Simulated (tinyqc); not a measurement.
Starting guesses with plain Roothaan steps: SCF starting guesses in the sto-3g basis, for NH, spin multiplicity 3. Computed by the program tinyqc with PySCF. UHF with one setting changed at a time; a run stops when the energy changes by less than 1e-09 hartree and the error matrix is below 1e-5. Starts: the lowest orbitals of the core Hamiltonian, of the Wolfsberg-Helmholz matrix (K = 1.75), projected atomic densities, random orbitals, and the highest orbitals of the core Hamiltonian (a deliberately bad start).

Geometry (angstrom):
```
atom       x       y       z
N     0.0000  0.0000  0.0000
H     0.0000  0.0000  1.4890
```

lowest solution found by these runs and by PySCF with stability checks = -54.209002 hartree

Largest element of the error matrix X^T (FDS - SDF) X:
```
iteration     core  Wolfsberg-Helmholz  atomic densities   random  highest core orbitals
1          1.9e-01             2.1e-01           2.5e-01  6.3e+00                1.1e-01
2          1.0e-01             3.7e-02           3.4e-02  2.3e-01                3.5e-01
3          3.4e-02             2.1e-02           2.4e-02  5.8e-02                2.0e-01
4          2.5e-02             2.3e-02           2.4e-02  4.6e-02                6.6e-02
5          2.5e-02             2.4e-02           2.5e-02  3.8e-02                6.7e-02
6          2.4e-02             2.4e-02           2.4e-02  3.0e-02                6.6e-02
8          2.1e-02             2.2e-02           2.1e-02  2.1e-02                4.9e-02
10         1.5e-02             1.8e-02           1.5e-02  1.5e-02                2.4e-02
14         5.4e-03             7.0e-03           5.5e-03  5.2e-03                3.8e-03
20         8.0e-04             1.1e-03           8.1e-04  7.6e-04                6.2e-04
30         2.8e-05             3.8e-05           2.9e-05  2.7e-05                2.3e-05
```

How each run ends:
```
run                    iterations  E (hartree)         state
core                           34   -54.209002  lowest found
Wolfsberg-Helmholz             35   -54.209002  lowest found
atomic densities               34   -54.209002  lowest found
random                         34   -54.209002  lowest found
highest core orbitals          33   -54.036568        higher
```

What does the comparison show, and why?

4 of 5 runs reach the lowest solution found, in 34 to 35 iterations (fastest: core, atomic densities, random). Ending on a higher stationary point: highest core orbitals; a small error matrix cannot reveal that, and an occupation fixed by the start is kept by symmetry or by the shape of the basin. The first errors are 2e-01, 2e-01, 2e-01, 6e+00, 1e-01; the deliberately bad start has the smallest one, so a small first error does not mark a good start.
